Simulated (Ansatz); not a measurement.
# H7NOSi: the cost of one run

Program: Ansatz 0.2.0. Level of theory: RKS B3LYP/6-31G*. These are calculated values, not measurements.

### 1 The system as given

Bond lengths: Si1–N2 2.170 Å, N2–H3 1.060 Å, N2–H4 1.060 Å, Si1–H5 1.460 Å, Si1–H6 1.459 Å, Si1–H7 1.459 Å, Si1–O8 1.980 Å, O8–H9 1.010 Å. Angles: Si1–N2–H3 120.0°, Si1–N2–H4 120.0°, H3–N2–H4 120.0°, N2–Si1–H5 109.5°, N2–Si1–H6 109.5°, N2–Si1–H7 109.5°, N2–Si1–O8 71.6°, H5–Si1–H6 109.5°, H5–Si1–H7 109.5°, H5–Si1–O8 67.2°, H6–Si1–H7 109.5°, H6–Si1–O8 176.6°, H7–Si1–O8 72.8°, Si1–O8–H9 109.5°.

Coordinates:

```xyz
10

Si    0.0000    0.0000    0.0000
N     0.0000    0.0000    2.1700
H    -0.8770   -0.2713    2.7000
H     0.8770    0.2713    2.7000
H     1.3768    0.0000   -0.4862
H    -0.6877    1.1914   -0.4862
H    -0.6877   -1.1914   -0.4862
O     1.0334   -1.5693    0.6243
H     0.4671   -2.4013    0.5398
H     0.6708   -1.0187    1.7475
```

### 2 Pulling towards end A

Springs on the bonds that form and break draw the guess towards this end; the thresholds are loose.

input.yaml reads:

```yaml
crystal:
  periodic: [false, false, false]
  atoms:
    - { symbol: Si, position_ang: [0.0, 0.0, 0.0] }
    - { symbol: "N", position_ang: [0.0, 0.0, 2.17] }
    - { symbol: H, position_ang: [-0.877, -0.2713, 2.7] }
    - { symbol: H, position_ang: [0.877, 0.2713, 2.7] }
    - { symbol: H, position_ang: [1.3768, 0.0, -0.4862] }
    - { symbol: H, position_ang: [-0.6877, 1.1914, -0.4862] }
    - { symbol: H, position_ang: [-0.6877, -1.1914, -0.4862] }
    - { symbol: O, position_ang: [1.0334, -1.5693, 0.6243] }
    - { symbol: H, position_ang: [0.4671, -2.4013, 0.5398] }
    - { symbol: H, position_ang: [0.6708, -1.0187, 1.7475] }
basis:
  gaussian: { orbitals: "6-31G*" }
hamiltonian:
  xc: b3lyp
relax:
  f_tol: 0.15
  max_steps: 25
  restrain:
    - { distance: [0, 7], at: 2.88, k: 30.0 }
    - { distance: [9, 1], at: 2.26, k: 30.0 }
    - { distance: [0, 1], at: 1.82, k: 30.0 }
    - { distance: [9, 7], at: 1.01, k: 30.0 }
```

On the command line:

```bash
$ ansatz run input.yaml --threads 1 --pin off --max-ram 2048MiB --backend cpu --events-out ev --progress --plain --runs-dir out
```

What time and memory should one allow on 1 thread of Arm Neoverse V1, shared host?

About 36 s, with a peak of 0.13 GiB.
